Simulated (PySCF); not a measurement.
# A diatomic session: NaH

One table from this session's results is given with a row withheld; the runs are named, their logs left out.

The runs use PySCF 2.14.0; Na x2c-TZVPPall, H x2c-TZVPPall, spin-free X2C with a Gaussian nucleus.

Set-up of the first run:

A driver script around PySCF takes these settings:

```
atoms                         : Na, H
charge                        : 0
basis                         : Na x2c-TZVPPall, H x2c-TZVPPall
Hamiltonian                   : spin-free X2C with a Gaussian nucleus
basis functions               : 46
electrons treated             : 12
masses in u                   : 22.9898, 1.0078
levels                        : PBE0, PBE, r²SCAN, PBEsol, TPSS, r²SCANh, revPBE, ωB97X-V, HF, MP2, SCS-MP2, CCSD, CCSD(T)
grid                          : 80 radial by 434 angular points
occupations                   : held fixed by the projection of orbital angular momentum
dissociation limit            : Na + H, each in its ground configuration
starting distance in angstrom : 1.895
values of 2S to try           : 0, 2
```

Launch:

```bash
$ OMP_NUM_THREADS=1 python dia.py task.json out
```

Among the steps run: Set-up; PBE0 along the bond; PBE; r²SCAN (meta-GGA); PBEsol (GGA); TPSS (meta-GGA); r²SCANh (hybrid meta-GGA); revPBE (GGA); ωB97X-V (range-separated hybrid); RHF; Adding correlation.

One table of the session follows, with a row left open; its other results are not shown here.

| level | Re (Å) | ωe (cm⁻¹) | De (eV) |
| --- | --- | --- | --- |
| RHF | 1.912 | 1188 | 0.93 |
| RHF-MP2 | 1.868 | 1213 | 1.65 |
| RHF-SCS-MP2 | 1.872 | 1207 | 1.80 |
| RHF-CCSD | 1.878 | 1179 | 1.89 |
| RHF-CCSD(T) | 1.877 | 1177 | 1.89 |
| PBE | 1.891 | 1145 | 1.85 |
| PBEsol | 1.890 | 1142 | 1.91 |
| revPBE | 1.907 | 1126 | 1.85 |
| TPSS | 1.893 | 1160 | 2.09 |
| r²SCAN | 1.896 | 1165 | 1.89 |
| r²SCANh | 1.894 | 1174 | 1.87 |
| PBE0 | 1.886 | 1177 | 1.78 |
| ωB97X-V | ? | ? | ? |
| measured | 1.8874 | 1172.2 | n/a |

Q: Estimate the row for ωB97X-V from the others.

**Answer.** Re (Å): 1.882; ωe (cm⁻¹): 1200; De (eV): 1.97. In the column «Re (Å)» it lies between RHF-CCSD (1.878) and PBE0 (1.886).

De is counted to Na + H in their ground configurations.
